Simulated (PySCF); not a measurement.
Working out the electron affinity of B

B⁻ [He] 2s2 2p2 (3P) → B [He] 2s2 2p1 (2P). Calculation: PySCF 2.14, in x2c-TZVPPall with one added diffuse shell each of s, p, d type (6s4p3d1f, 40 functions); the spin-free X2C one-electron Hamiltonian (Gaussian nucleus). Frozen: nothing. Energies in hartree (1 hartree = 27.21139 eV):

```tsv
part	B⁻ (lower)	B (upper)
UHF	-24.527817	-24.539118
CCSD correlation	-0.097332	-0.080308
(T)	-0.003605	-0.001509
```

What does Hartree-Fock give?

(-24.539118) − (-24.527817) = -0.011301 hartree = -0.308 eV.

What do CCSD and CCSD(T) give?

The CCSD correlation energies differ by 0.017024 hartree = 0.463 eV and the triples by 0.002096 hartree = 0.057 eV, so CCSD gives 0.155 eV and CCSD(T) 0.212 eV.

A first-order spin-orbit estimate adds -0.001 eV to CCSD(T) (valence and next inner shell), giving 0.211 eV against 0.280 eV (measured; photodetachment measurements, as compiled on the Wikipedia data page of electron affinities).

What remains against the reference includes basis incompleteness and higher excitations.
